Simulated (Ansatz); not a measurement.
**BH3: basis-set convergence**

Aim: see how fast density functionals and correlated methods converge with the basis set for BH3.

Program: Ansatz 0.2.0, Gaussian basis. Level of theory: one geometry, several basis sets. These are calculated values, not measurements.

Levels to be run: PBE0-D4/def2-SVP; ωB97M-V/def2-SVP; PBE0-D4/def2-QZVPP; ωB97M-V/def2-QZVPP; CCSD(T)/cc-pV(D+d)Z; CCSD(T)/cc-pV(T+d)Z; CCSD(T)/cc-pV(Q+d)Z; the functionals' def2-TZVPP values are taken from earlier runs.

## (1) The geometry

An earlier PBE0-D4 in a triple-zeta def2 set relaxation fixed the geometry.

4 atoms, charge 0, spin multiplicity 1.

Atoms are counted from 1 here; the program's logs count them from 0.

Bond lengths: B1–H2 1.193 Å, B1–H3 1.193 Å, B1–H4 1.193 Å. Angles: H2–B1–H3 120.0°, H2–B1–H4 120.0°, H3–B1–H4 120.0°.

## (2) PBE0-D4 in def2-SVP

in.yaml

```yaml
crystal:
  periodic: [false, false, false]
  atoms:
    - {symbol: B, position_ang: [0.013912, -0.015086, -0.005132]}
    - {symbol: H, position_ang: [0.982175, 0.381680, 0.568804]}
    - {symbol: H, position_ang: [-0.276153, -1.171766, 0.042973]}
    - {symbol: H, position_ang: [-0.664435, 0.744871, -0.626945]}
basis:
  gaussian: {orbitals: def2-SVP}
hamiltonian: {xc: pbe0, dispersion: d4}
output: {orbitals: {seedname: orbitals}}
```

The runs that follow: ωB97M-V in def2-SVP; PBE0-D4 in def2-QZVPP; ωB97M-V in def2-QZVPP; CCSD(T) in cc-pV(D+d)Z; CCSD(T) in cc-pV(T+d)Z; CCSD(T) in cc-pV(Q+d)Z.

**Question.** What will the summary of the whole plan be? Wanted: MP2 correlation recovered, cc-pV(D+d)Z; MP2 correlation recovered, cc-pV(T+d)Z; MP2 correlation recovered, cc-pV(Q+d)Z; CCSD(T) limit from def2 sets; PBE0-D4: double and triple zeta above quadruple; ωB97M-V: double and triple zeta above quadruple.

As calculated:

```
                                                                 quantity          value
                                   MP2 correlation recovered, cc-pV(D+d)Z         73.4 %
                                   MP2 correlation recovered, cc-pV(T+d)Z         90.4 %
                                   MP2 correlation recovered, cc-pV(Q+d)Z         96.0 %
CCSD(T) limit from def2 sets (earlier runs) less the limit of this series         11 meV
                          PBE0-D4: double and triple zeta above quadruple  0.91, 0.06 eV
                          ωB97M-V: double and triple zeta above quadruple  1.03, 0.06 eV
```

In words: PBE0-D4 gains 0.85 eV from double to triple zeta, then 0.06 eV more. Correlation climbs from 73 % (cc-pV(D+d)Z) to 96 % (cc-pV(Q+d)Z) of the limit; Hartree-Fock is 0.016 eV from its own by then. A limit from the def2 sets, made apart, differs by 11 meV, a least measure of the doubt on such a limit. Total energies overstate the basis error of differences, where much of it tends to cancel.
